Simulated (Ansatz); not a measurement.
A calculation with Ansatz (development build ahead of 0.2.0).

```yaml
crystal:
  periodic: [false, false, false]
  atoms:
    - { symbol: "N", position_ang: [-0.00328, 0.00452, -0.6242] }
    - { symbol: "N", position_ang: [-0.00216, -0.00032, 0.62561] }
    - { symbol: H, position_ang: [-0.00156, 1.00435, -0.91896] }
    - { symbol: H, position_ang: [-0.00045, -0.9988, 0.92364] }
basis:
  gaussian: { orbitals: STO-3G }
hamiltonian:
  xc: hf
correlation:
  method: mp2
  frozen_orbitals: { H: 0, "N": 1 }
```

The input is written out in the form of the current development build from the run's settings.

The run gave:

| Item | Value |
| --- | --- |
| Converged | yes |
| Reference energy | -108.55567 hartree |
| Correlation energy | -0.12429 hartree |
| Total energy | -108.67996 hartree |
| Spin squared of the determinant | 0.000 |
